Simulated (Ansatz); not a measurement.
Ge–PH2⁺, singlet in cc-pVDZ: errors against RCCSDTQ

Geometry: that of the Ge–PH2, doublet, kept fixed.

```yaml
atoms:
  - { symbol: Ge, position_ang: [0.0000, 0.0000, 0.7020] }
  - { symbol: P, position_ang: [0.0000, 0.0000, -1.4925] }
  - { symbol: H, position_ang: [0.0000, 1.1073, -2.3623] }
  - { symbol: H, position_ang: [0.0000, -1.1073, -2.3623] }
```

Basis cc-pVDZ; Ansatz 0.2.0. Only valence electrons are correlated (noble-gas cores and the filled d shells of p-block atoms frozen), which leaves 10 electrons in 36 orbitals. R marks a restricted (for open shells ROHF) determinant, U an unrestricted one. Active spaces: valence = (10e, 10o) chosen from the atoms' valence shells. No spin–orbit coupling is included, and no scalar relativity.

Full CI isn't at hand for all of this; RCCSDTQ serves as the reference, and is uncertain by about the last step of the cluster series. The frozen core follows each run's orbitals, which can shift R against U totals by a few meV for light atoms and by up to 0.1 eV past Ca.

The UHF ⟨S²⟩ is 0.185 and the T1 diagnostic (RCCSD) is 0.0211. The largest doubles amplitude (RCCSD) is 0.134.

| level | E − E(RCCSDTQ) (mEh) | share of correlation (%) | wall time |
| --- | --- | --- | --- |
| RHF | 227.28 | 0.00 | – |
| RMP2 | 46.46 | 79.56 | – |
| CISD | 29.68 | 86.94 | 1.2 s |
| RCCSD | 10.74 | 95.27 | – |
| RCCSD(T) | 2.06 | 99.10 | 1.2 s |
| BCCD(T) | 2.03 | 99.10 | 1.2 s |
| RCCSDT | 0.70 | 99.69 | – |
| RCCSDT(Q) | 0.00 | 100.00 | 3.9 s |
| CASSCF (valence space) | 132.25 | 41.81 | – |
| NEVPT2 (valence space) | 32.84 | 85.55 | 8.5 s |
| NEVPT4(SD) (valence space) | 4.16 | 98.17 | 18 s (H100) |
| MRCISD (valence space) | 9.48 | 95.83 | – |
| MRCISD+Q (valence space) | 0.96 | 99.58 | 19 s (H100) |

The correlation energy at RCCSDTQ, counted from RHF, is -6.185 eV. That run took 18 s on 2 threads of AMD EPYC 7R13 with a shared H100 80 GB, shared host.

Run but not shown, since their state or frozen core can't be matched to the reference's or they repeat it: UHF.

Times hold each run's SCF and search for its determinant on a shared host, so for small cases they say little of a method's own cost; rows without a card ran on 1 thread of AMD EPYC 7R13.

Natural occupations of CASSCF (valence space) about the gap: 1.985 1.972 1.969 1.931 1.912 0.092 0.055 0.039 0.026 0.019; effectively unpaired electrons, Σ n²(2−n)², 0.11.
